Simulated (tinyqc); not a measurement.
A ladder of methods, and size consistency: correlation methods against full CI in the sto-3g basis, for H2O, spin multiplicity 1. Computed by the program tinyqc with PySCF. 

Geometry (angstrom):
```
atom,x,y,z
O,0.0000,0.0000,0.0000
H,0.0000,0.8700,0.6780
H,0.0000,-0.8700,0.6780
```

RHF energy of one = -74.940886 hartree

All electrons correlated; +Q is the Davidson correction (1 - c0^2) E_corr. The last columns treat two copies 100 angstrom apart as one system. FCI is the lowest singlet.

Correlation energies (hartree):
```
method,E_corr of one,share of FCI (%),E_corr of two at 100 angstrom,two minus twice one (mhartree)
MP2,-0.049451,69.2622,-0.098902,0.0000
CISD,-0.069607,97.4930,-0.133429,5.7853
CISD+Q,-0.072766,101.9181,-0.144045,1.4878
CCSD,-0.071173,99.6866,-0.142346,0.0000
CCSD(T),-0.071274,99.8283,-0.142549,0.0000
FCI,-0.071397,100.0000,-,-
```

MP2 recovers 69 %, CISD 97.5 % and CCSD 99.7 % of the FCI value (c0^2 = 0.955 in CISD). MP2 and coupled cluster are size consistent, so their last column vanishes; CISD loses 5.79 mhartree, since a double excitation on each copy is a quadruple of the pair, and the Davidson correction leaves +1.49.
